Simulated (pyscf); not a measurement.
PySCF, gas phase, ωB97X-D3(BJ)/def2-SVP geometries.

Task: Estimate by transition-state theory the rate constant of F–N(F)–F + HO–SiH₃ → HF + HO–SiH₂–N(F)–F (singlet surface; F–N, H–Si broken, F–H, N–Si formed) at 1200 K, with ωB97M-D3(BJ)/def2-TZVP energies (ideal gas, 1 atm, RRHO with modes under 100 cm⁻¹ raised to 100, one conformer, R ln 2 for chiral ones without a mode under 150 cm⁻¹; no tunnelling).

Result: The electronic barrier is 59.3 kcal/mol and the thermal terms add +37.7, so ΔG‡ = 97.0 kcal/mol. With k_BT/h = 2.50e+13 s⁻¹ and RT = 2.385 kcal/mol, and a volume of 1.64e-19 cm³ per molecule at 1 atm, k = 8.7e-24 cm³ molecule⁻¹ s⁻¹. Wigner's tunnelling factor for 600i cm⁻¹ would be 1.02. A shift of 1 kcal/mol in the barrier changes k by a factor 1.5. At the saddle there is also a short F–Si contact that neither side keeps. HO–SiH₂–N(F)–F lies 206.7 kcal/mol over its isomer H₂N–Si(OH)(F)–F (electronic energy, ωB97M-D3(BJ)). One saddle was located; it need not be the lowest between these sides. One closed-shell reference is unstable to symmetry breaking; treat the single-reference values with care.
